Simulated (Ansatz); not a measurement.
```xyz
13

C     1.854    0.430   -0.707
C     0.962   -0.357   -0.138
F     1.354   -1.320    0.717
C    -0.529   -0.345   -0.307
C    -1.240   -0.216    1.031
O    -0.936    0.646   -1.218
H     1.531    1.174   -1.420
H     2.909    0.321   -0.492
H    -0.813   -1.299   -0.768
H    -0.987    0.737    1.505
H    -0.951   -1.018    1.711
H    -2.319   -0.256    0.876
H    -0.836    1.502   -0.791
```

The species carries charge 0 and has multiplicity 1.

**Question.** List the ωB97M-V/def2-TZVPP orbital energies in eV (Ansatz). (Best estimate.)

**Answer.** Ansatz gave: Occupied: -677.95, -526.39, -283.80, -283.34, -281.47, -281.26, -37.08, -31.90, -25.04, -23.75, -21.04, -19.23, -17.72, -16.60, -16.09, -15.63, -15.30, -14.23, -13.85, -13.23, -13.19, -12.11, -10.84, -9.75. Lowest empty: 2.34, 2.56, 3.57, 3.82, 4.32, 4.47, 4.84, 4.94.
